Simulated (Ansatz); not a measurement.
# AlLiH₂ (singlet): from Hartree-Fock to the top rungs at distance Al1–Li2 = 4.908 Å, 6-31G

Aim: climb from Hartree-Fock through coupled cluster and multireference methods for AlLiH₂ (singlet) at one geometry and basis, and see what each rung misses.

Computed with Ansatz 0.2.0, Gaussian basis. Level: 6-31G, core rule «outside noble gas», up to 6 orbitals frozen.

The runs, in order: UHF; CCSD(T) on RHF; CCSD(T) on UHF; BCCD(T) on RHF; CISD; CCSDT(Q) on RHF; CCSDT(Q) on UHF; CCSDTQ on RHF; CCSDTQ on UHF; CASSCF and MRCISD+Q, 2 electrons in 2 orbitals; CASSCF and NEVPT2, 2 electrons in 2 orbitals; Full CI.

41 further runs of the same task are left out: 22 for a known fault of the program, 15 that didn't finish, 4 set aside as unsound or not needed.

## (1) What is computed

The geometry derives from a PBE0/def2-TZVP stationary point (not a proven minimum). One bond is set to the value named and the two fragments are kept rigid.

4 atoms, charge 0, spin multiplicity 1.

Atoms are counted from 1 here; the program's logs count them from 0.

Bond lengths: Al1–H3 1.618 Å, Al1–H4 1.618 Å. Angles: H3–Al1–H4 107.9°.

## (2) UHF

Input file in.yaml:

```yaml
crystal:
  periodic: [false, false, false]
  atoms:
    - {symbol: Al, position_ang: [0.000000, 0.000000, 0.894488]}
    - {symbol: Li, position_ang: [0.000000, 0.000000, -4.013512]}
    - {symbol: H, position_ang: [0.000000, 1.307862, 1.846897]}
    - {symbol: H, position_ang: [0.000000, -1.307862, 1.846897]}
basis:
  gaussian: {orbitals: 6-31G}
magnetization: {spin_polarized: true, initial_magnetization: 0}
hamiltonian: {xc: hf}
output: {orbitals: {seedname: orbitals}}
```

Command:

```console
> ansatz run in.yaml --threads 1 --pin off --events-out ev --progress --plain --max-ram 2393MiB
```

Further steps of the session: CCSD(T) on RHF; CCSD(T) on UHF; BCCD(T) on RHF; CISD; CCSDT(Q) on RHF; CCSDT(Q) on UHF; CCSDTQ on RHF; CCSDTQ on UHF; CASSCF and MRCISD+Q, 2 electrons in 2 orbitals; CASSCF and NEVPT2, 2 electrons in 2 orbitals; Full CI.

Q: Predict the results of all the runs planned. Wanted: FCI from the RHF energy; RMP2 from FCI; UMP2 from FCI; RCCSD from FCI; RCCSD(T) from FCI; UCCSD(T) from FCI; RCCSDT(Q) from FCI; UCCSDT(Q) from FCI; NEVPT2 pair from FCI.

As calculated:

| quantity | value |
| --- | --- |
| FCI from the RHF energy | -2.3910 eV |
| RMP2 from FCI | +994.2 meV |
| UMP2 from FCI | +519.1 meV |
| RCCSD from FCI | +119.1 meV |
| RCCSD(T) from FCI | +20.6 meV |
| UCCSD(T) from FCI | +58.7 meV |
| RCCSDT(Q) from FCI | -0.4 meV |
| UCCSDT(Q) from FCI | +1.0 meV |
| NEVPT2 pair from FCI | +433.7 meV |
| MRCISD+Q pair from FCI | -1.8 meV |
| levels within 1 kcal/mol (43 meV) | RCCSD(T), BCCD(T), RCCSDT, UCCSDT, RCCSDT(Q), UCCSDT(Q), RCCSDTQ, UCCSDTQ, MRCISD+Q pair |
| T1 diagnostic | 0.094 |
| effectively unpaired electrons | 1.13 |

**Reading.** RCCSD(T) misses by +20.6 meV, 0.9 % of the correlation energy. CCSD(T) misses by +20.6 meV on the restricted determinant and by +58.7 meV on the unrestricted one; the two need not hold the same state or core. The occupations show strong static correlation (1.1 unpaired electrons where one determinant has 0). Coupled cluster on one determinant still stays close here. Of the multireference levels listed MRCISD+Q pair comes nearest in total energy (-1.8 meV), which doesn't show that its space is the better one. These misses are within one basis, not against nature.
